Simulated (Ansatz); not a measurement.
# LiHS: a ladder of functionals and wavefunction methods

The task here is to estimate one member of a computed series from the others.

Method: functionals in def2-TZVPP, the program's frozen cores in correlated methods; program: Ansatz 0.2.0, Gaussian basis.

The runs, in order: LDA (SPW92), PBE-D4, revPBE-D4, BLYP-D4, r2SCAN-D4, B97M-V, PBE0-D4, B3LYP-D4, r2SCANh-D4, r2SCAN0-D4, HSE06-D4, BHLYP-D4, CAM-B3LYP-D4, LC-ωPBE, ωB97X-V, ωB97M-V, B2PLYP, PBE-QIDH; CCSD(T)/def2-SVP; CCSD(T)/def2-TZVPP.

### Structure used throughout

All runs share one geometry, relaxed beforehand with PBE0-D4 in a triple-zeta def2 set.

SMILES `[Li][SH]`, 3 atoms, charge 0, spin multiplicity 1.

Atoms are counted from 1 here; the program's logs count them from 0.

Bond lengths: Li1–S2 2.139 Å, S2–H3 1.344 Å. Angles: Li1–S2–H3 95.8°.

As a file:

```xyz
3
HLiS
Li    1.02791   -1.07261    0.43833
S    -0.69865   -0.12168   -0.39305
H    -0.34017    1.12949   -0.05858
```

The first run:

The input, in.yaml:

```yaml
crystal:
  periodic: [false, false, false]
  atoms:
    - {symbol: Li, position_ang: [1.027913, -1.072609, 0.438332]}
    - {symbol: S, position_ang: [-0.698646, -0.121679, -0.393049]}
    - {symbol: H, position_ang: [-0.340167, 1.129488, -0.058583]}
basis:
  gaussian: {orbitals: def2-TZVPP}
hamiltonian: {xc: lda}
output: {orbitals: {seedname: orbitals}}
```

Launch:

```
$ ansatz run in.yaml --threads 2 --pin off --events-out ev --progress --plain --max-ram 32768MiB --backend cpu
```

Steps of the session up to this table: LDA; PBE-D4 (GGA); revPBE-D4 (GGA); BLYP-D4 (GGA); r2SCAN-D4 (meta-GGA); B97M-V (meta-GGA); B3LYP-D4 (hybrid); r2SCANh-D4 (hybrid); r2SCAN0-D4 (hybrid); HSE06-D4 (hybrid); BHLYP-D4 (hybrid); CAM-B3LYP-D4 (range-separated); LC-ωPBE (range-separated); ωB97X-V (range-separated); ωB97M-V (range-separated); B2PLYP (double hybrid); PBE-QIDH (double hybrid).

One table of the session follows, with a row left open; its other results are not shown here.

It belongs to the step «Orbital energies across the functionals». 

```
  functional  HOMO (eV)  LUMO (eV)  gap (eV)
 LDA (SPW92)          ?          ?         ?
      PBE-D4      -4.51      -1.83      2.68
   revPBE-D4      -4.46      -1.91      2.55
     BLYP-D4      -4.36      -1.90      2.46
   r2SCAN-D4      -4.71      -1.04      3.67
      B97M-V      -4.72      -1.69      3.03
     PBE0-D4      -5.63      -1.32      4.31
    B3LYP-D4      -5.41      -1.61      3.80
  r2SCANh-D4      -5.14      -0.96      4.18
  r2SCAN0-D4      -5.78      -0.84      4.94
    HSE06-D4      -5.23      -1.61      3.62
    BHLYP-D4      -6.63      -1.07      5.55
CAM-B3LYP-D4      -6.93      -0.92      6.01
     LC-ωPBE      -8.30      -0.17      8.13
     ωB97X-V      -7.94      -0.14      7.79
     ωB97M-V      -7.80      -0.76      7.04
```

Estimate the missing values for LDA (SPW92).

**Answer.** HOMO (eV): -4.63; LUMO (eV): -1.75; gap (eV): 2.89. In the column «HOMO (eV)» it lies between r2SCAN-D4 (-4.71) and PBE-D4 (-4.51).
